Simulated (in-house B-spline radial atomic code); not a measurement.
Values are calculated unless marked as measured or tabulated.
# Xe at several levels of theory

Ground configuration [Kr] 4d10 5s2 5p6. All numbers come from a B-spline radial code for spherical atoms, all electrons, at the radial basis limit. Mean-field, RPA, GW and linear-response runs are scalar-relativistic (one-electron X2C), no spin-orbit coupling, without Breit or QED terms, open shells spin-polarised at highest spin; the many-body runs on Dirac-Hartree-Fock orbitals are four-component, and their energies hold both.

Spin-orbit coupling, left out, splits p levels strongly here.

**Ionisation energy.** The reference is 12.130 eV (NIST, measured). It runs between the lowest fine-structure levels, while the runs without spin-orbit coupling give shell averages, so part of their difference is this splitting, and a close match can be a cancellation.

| method | value (eV) | minus reference (eV) |
| --- | --- | --- |
| minus the highest LDA VWN5 level | 8.39 | -3.74 |
| minus the highest PBE level | 8.24 | -3.89 |
| G0W0 on PBE | 12.37 | +0.24 |
| minus the highest r2SCAN level | 8.59 | -3.54 |
| minus the highest PBE0 level | 9.52 | -2.61 |
| G0W0 on PBE0 | 12.60 | +0.47 |
| minus the highest B3LYP (VWN-RPA) level | 9.24 | -2.89 |
| minus the highest CAM-B3LYP level | 10.84 | -1.29 |
| minus the highest LC-wPBE level | 12.26 | +0.13 |
| minus the highest Hartree-Fock level | 12.42 | +0.29 |
| G0W0 on Hartree-Fock | 13.02 | +0.89 |
| Dirac-Fock + self-energy with TDHF screening (5p3/2) | 12.21 | +0.08 |

Question: Which methods come closest, and which lies farthest off?

Answer: Closest: Dirac-Fock + self-energy with TDHF screening (5p3/2) (+0.08 eV) and minus the highest LC-wPBE level (+0.13 eV). Farthest: minus the highest PBE level (-3.89 eV). The TDHF-screened form was chosen among four for its agreement on 13 closed-shell atoms.

**Static dipole polarisability and C6** of two like species, by linear response:

```
                                method  α (bohr³)  C6 (hartree·bohr⁶)
                              LDA VWN5       28.7               306.1
                                   PBE      28.95               310.1
                                  PBE0      27.84               296.6
                       B3LYP (VWN-RPA)      28.35               302.2
                             CAM-B3LYP      27.83               295.5
                               LC-wPBE      27.06               287.1
                                  TDHF      26.76               283.9
relativistic RPA (four-component TDHF)      26.97               285.9
```

Question: What mean excitation energy do α and C6 imply in London's formula C6 = (3/4) α² ω?

Answer: LDA VWN5: ω = 0.495 hartree; relativistic RPA (four-component TDHF): ω = 0.524 hartree. A method that puts the excitations lower gives a larger α and a smaller ω.

Question: How do these compare with the recommended polarisability?

Answer: The recommended value is 27.32 bohr³ (Schwerdtfeger and Nagle, table of static dipole polarizabilities (2023 update)). The methods run from -2 % to +6 %; LC-wPBE is nearest (-1 %).

Run times on one thread of shared hosts: mean field, RPA, SOSEX and G0W0 on PBE, 6.6 s (Arm Neoverse N1); TDDFT with PBE, 5.3 s (Arm Neoverse N1); removal energies by the self-energy, 95 s (Arm Neoverse V2).
